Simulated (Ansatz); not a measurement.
α-phase Ga was calculated with PBEsol (Ansatz, a program for electronic structure, plane waves, PAW).

Settings: plane-wave cutoff 520 eV, 14×14×12 k mesh (along the axes of the cell as run), Fermi–Dirac smearing 0.05 eV, scalar-relativistic PAW data made under PBE.

Shape and atoms are relaxed at each volume.

Pressure at four volumes; x = ln(V/19.061 Å³). One pressure is withheld.

```tsv
V (Å³/atom)	x	P (GPa)
18.299	-0.0408	?
18.680	-0.0202	1.29
19.061	0.0000	0.00
19.824	0.0392	-2.14
```

Problem. Pass a parabola P(x) through the three rows shown, estimate the bulk modulus and its pressure derivative near zero pressure, and predict the withheld pressure.

Solution. Slopes between the rows: (0.00 − (1.29))/(0.0000 − (-0.0202)) = -63.86 and (-2.14 − (0.00))/(0.0392 − (0.0000)) = -54.59 GPa. Their difference over the span 0.0594 is c = 9.27/0.0594 = 156.1 GPa, so P(x) = 1.29 + (-63.86)(x − (-0.0202)) + 156.1 (x − (-0.0202))(x − (0.0000)). At the middle row B = −dP/dx = −[-63.86 + 156.1 × 0.0202] = 60.7 GPa, and B′ = dB/dP = 2c/B = 5.1. At x = -0.0408 the parabola gives 2.74 GPa; the run gives 2.75 GPa. The Birch–Murnaghan fit to the energies at all volumes has B0 = 60.6 GPa and B′ = 5.3.
